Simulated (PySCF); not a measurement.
Compound: lithium diatomic, Li₂.
Structure used (PBE0-D3(BJ)/def2-SVP), in Å, numbered top down from 1:
```
atom  x, y, z in Å
Li1    1.399   -0.007   -0.005
Li2   -1.394    0.009   -0.023
```

Level of theory: PBE0-D3(BJ)/def2-SVP geometry optimisation, gas phase in PySCF 2.14.0.

Masses are those of the commonest isotopes; rigid-rotor values at the optimised geometry. 

(1) What are the moment of inertia and the rotational constant?

(2) List the first levels of a rigid rotor in a Σ state.

(3) Has it a pure rotational spectrum?

## Answers

(1) I = 27.376 u·Å², B = 505379 MHz·u·Å²/I = 18460 MHz (0.6158 cm⁻¹, or 0.886 K as hB/k). For two atoms I = μr² with μ = 3.5080 u and r = 2.7936 Å.

(2) E(J) = BJ(J+1): J = 1: 1.232, J = 2: 3.695, J = 3: 7.389, J = 4: 12.315, J = 5: 18.473, J = 6: 25.862 cm⁻¹.

(3) Not by electric dipole: D∞h allows no dipole (computed 0.00 D). Rotational Raman lines (ΔJ = 2) lie at B(4J + 6), spaced by 4B = 2.463 cm⁻¹, with nuclear-spin weights that differ between even and odd J.

PBE0-D3(BJ)/def2-SVP frequencies: not computed here. These are rigid-rotor constants of the computed structure; measured ground-state constants (B0) also hold zero-point vibration.
